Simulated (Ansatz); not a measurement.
fcc Cu, treated with HSE06 in Ansatz (plane waves, PAW).

Run with plane-wave cutoff 500 eV, 12×12×12 k mesh, Fermi–Dirac smearing 0.1 eV, no spin polarisation, scalar-relativistic PAW data made under PBE.

Computed at the level's own relaxed cell.

Question: Predict the volume per atom and lattice constant a.

Answer: 
* **volume per atom**: 11.97 Å³/atom
* **lattice constant a**: 3.632 Å

Measured, for comparison: equilibrium volume per atom 11.62 Å³/atom, lattice constant a 3.595 Å (low-temperature or extrapolated to 0 K; zero-point anharmonic expansion removed; as tabulated in Csonka et al. (2009), arXiv:0903.4037). Computed (rounded) less measured: equilibrium volume per atom +3.0 %, lattice constant a +1.0 %.

Note: exact exchange on metals is sensitive to the k mesh and can open a false gap.

The computed numbers hold no vibrational or temperature effects.

Cost on a shared machine: about 11 core-minutes (a rough figure).

Ansatz is an electronic-structure program.
